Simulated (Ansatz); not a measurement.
Species: O$_{2}$ (charge +1, doublet). SMILES of the parent species: O=O
Geometry from a B3LYP-D3(BJ)/def2-TZVP (Ansatz, a first-principles code) optimisation:
```
O
O 1 1.1056
```
Charge +1, spin multiplicity 2.

Task: Give the harmonic wavenumbers at B3LYP-D3(BJ)/def2-TZVP (Ansatz, finite differences of forces, unscaled).

Result: 2053 cm⁻¹. Zero-point energy 2.9 kcal/mol.

Task: From these and the geometry, give the ideal-gas thermochemistry at 298.15 K and 1 atm (rigid rotor, harmonic oscillator).

Result: Point group D∞h, rotational symmetry number 2. Rotational constants 51.68, 51.68 GHz. S(trans) 36.32, S(rot) 10.13, S(vib) 0.00, S(elec, spin only) 1.38, S 47.8 cal/(mol K). H(298) - H(0) 2.07 kcal/mol; G - E(el) -9.3 kcal/mol.
